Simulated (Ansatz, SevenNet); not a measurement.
For wurtzite GaN, the machine-learned potential SevenNet-0 (trained on PBE and PBE+U data) gives:

| Quantity | Value |
|---|---|
| lattice parameter a | 3.217 Å |
| lattice parameter c | 5.241 Å |

### Question
What does r²SCANh (PAW; Ansatz, a first-principles code) give for the same quantities?

### Answer

- lattice constant a: 3.176 Å (shrinks by 1.3 %)
- lattice parameter c: 5.169 Å (drops by 1.4 %)

For comparison: lattice constant a 3.189 Å (measured, room temperature, not corrected to a static lattice; as tabulated in Lucero et al. (2012), arXiv:1111.4515); lattice parameter c 5.185 Å (measured, room temperature, no zero-point or thermal correction; as tabulated in Lucero et al. (2012), arXiv:1111.4515).

Changes are worked out from the printed values.

Unless a cell is named, each level is at its own relaxed cell (SevenNet-0 11.75, r²SCANh 11.28 Å³/atom).

Ansatz's density-functional and Hartree–Fock values are scalar-relativistic unless marked +SOC, with PAW data made under PBE.
